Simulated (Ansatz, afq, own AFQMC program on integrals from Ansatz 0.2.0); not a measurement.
**Where AFQMC and coupled cluster stand for SiH$_{4}$, singlet**

```yaml
atoms:
  - { symbol: Si, position_ang: [-0.0161, 0.0161, 0.0160] }
  - { symbol: H, position_ang: [0.8398, 0.8748, 0.8728] }
  - { symbol: H, position_ang: [-0.8756, -0.8383, 0.8734] }
  - { symbol: H, position_ang: [-0.8708, 0.8716, -0.8452] }
  - { symbol: H, position_ang: [1.3543, -1.3566, -1.3459] }
```

Basis 6-31G. Only valence electrons are correlated. Ansatz 0.2.0 and our own AFQMC program on the same integrals; the CISD trial comes from CCSD amplitudes, and released means the phaseless constraint is let go. Uncertainties: one standard error, sampling alone.

Determinant: UHF, the one that the program's search chose, which needn't be the lowest solution. The geometry is a point of a scan.

Full CI on the same integrals is exact in this basis and with this determinant's frozen core.

Cautions: higher spins were not checked; an unrestricted solution with more broken spin lies lower (243 meV, ⟨S²⟩ 0.48), while this determinant keeps restricted orbitals; strong correlation (T1 0.018, weight of the determinant 0.88, largest double 0.25).

The T1 diagnostic is 0.0183 and the weight of the determinant in the CISD state is 0.882. The ⟨S²⟩ of the determinant is 0.000 and the size of the correlated space is 8 electrons in 16 orbitals.

```
  level  correlation energy (eV)
    MP2                  -1.9521
   CCSD                  -2.9130
CCSD(T)                  -2.9624
```

(1) Estimate where full CI lies against CCSD(T) on the same integrals.

(1) 1.8 kJ/mol below CCSD(T).

Reference: full CI, correlation energy -2.981 eV. The released energy is read at 2.40 1/Eh (meV from the phaseless value at times in 1/Eh: -2.4 ± 2.0 at 0.24, -4.6 ± 1.6 at 0.51, -5.9 ± 1.2 at 0.99, -6.9 ± 1.4 at 1.62, -8.1 ± 1.0 at 2.40).

```csv
level,E − E(reference) (kJ/mol),share of correlation (%)
CCSD(T),1.8,99.37
CCSDT,0.2,99.93
CCSDT(Q),0.0,99.99
CCSDTQ,0.0,100.00
ph-AFQMC/CISD,1.1 ± 0.2,99.61
released AFQMC,0.3 ± 0.1,99.88
```

CCSDT and higher add their correlation energy to the determinant of the CCSD(T) run, since their own runs factorise the integrals more tightly (a shift of under 2 meV). A walk keeps the symmetry of its determinant, which the program's search chose and which needn't be the lowest solution, so a lower state of the same spin and another symmetry isn't excluded. Released energies are given only where the last usable release times agree within the noise; a slower fall can still hide under it.
